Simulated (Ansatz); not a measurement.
Cubic perovskite KTaO₃: LDA at its full settings (plane-wave cutoff 520 eV, 8×8×8 k mesh, Fermi–Dirac smearing 0.01 eV, scalar-relativistic PAW data made under PBE) and at cheaper ones, in a cell of 5 atoms with Γ-centred meshes.

```json
[
 {"level and setting": "LDA (Ansatz)", "lattice parameter a (Å)": "3.952", "bulk modulus B0 (GPa)": "218"},
 {"level and setting": "LDA (Γ point alone) (Ansatz)", "lattice parameter a (Å)": "4.307", "bulk modulus B0 (GPa)": "102"},
 {"level and setting": "LDA (2×2×2 k mesh) (Ansatz)", "lattice parameter a (Å)": "3.965", "bulk modulus B0 (GPa)": "215"},
 {"level and setting": "LDA (4×4×4 k mesh) (Ansatz)", "lattice parameter a (Å)": "3.952", "bulk modulus B0 (GPa)": "218"}
]
```

Largest shifts from the full settings: lattice constant a +8.98 % (LDA (Γ point alone)); bulk modulus -53 % (LDA (Γ point alone)), against a difference of -0.9 % of the full result from the reference 220 GPa (measured, temperature not stated, not corrected to a static lattice; as tabulated in Tinte et al. (1998), arXiv:cond-mat/9809379).

Caveats: the relaxation could not lower the start's symmetry, so the cell can be a saddle point above a distorted one (LDA, LDA (Γ point alone), LDA (2×2×2 k mesh), LDA (4×4×4 k mesh)). Ansatz's density-functional and Hartree–Fock values are scalar-relativistic unless marked +SOC, with PAW data made under PBE.

Run with cheap settings on purpose, which may leave them unconverged: LDA (2×2×2 k mesh), LDA (4×4×4 k mesh), LDA (Γ point alone).

Ansatz is an electronic-structure program.
